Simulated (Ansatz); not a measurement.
A made-up structure of CH6NSi (charge +1), closed shell:

```
9
angstrom
C 0.4426 -0.1876 -0.2391
N -0.4073 0.8668 -0.7987
Si 0.2493 -0.9957 1.1715
H -1.1883 1.0565 -0.1707
H -0.7718 0.5688 -1.7036
H 0.1391 1.7197 -0.9185
H 1.2745 -0.4306 -0.8495
H 1.2471 -2.0173 1.5111
H -0.9096 -0.6421 1.9999
```

It is relaxed with PBE-D4/def2-SVP and then PBE0-D4/def2-TZVP (Ansatz 0.2.0). Atoms count as bonded within 1.22 times the sum of their covalent radii (H–H: 0.88 Å). The end point is not checked to be a true minimum.

Q: Does its bonding change? (Judge from chemistry; the calculation decides.)

A: Computed: No: no bond forms or breaks.

Where it ends: The first stage lowers the energy by 0.29 eV in 6 steps. It ends as CH₆NSi ([NH3][CH][SiH2]), total charge +1:
```
9
angstrom
C 0.4740 -0.1901 -0.2719
N -0.3968 0.8659 -0.8095
Si 0.2481 -1.0193 1.2075
H -1.1842 1.0673 -0.1902
H -0.7917 0.6066 -1.7191
H 0.1108 1.7463 -0.9424
H 1.3060 -0.3979 -0.9336
H 1.2157 -2.0516 1.5979
H -0.9064 -0.6887 2.0636
```

Labels in which every atom is bracketed show which atoms are joined, not bond orders.

For scale, one of the runs: PBE0-D4/def2-TZVP relaxation, 135 basis functions, launched by `ansatz run in.yaml --threads 2 --pin off --events-out ev --progress --plain --max-ram 4352MiB`. Hardware: 2 CPU threads of an Arm Neoverse V2, shared host. Wall time about 17 s.
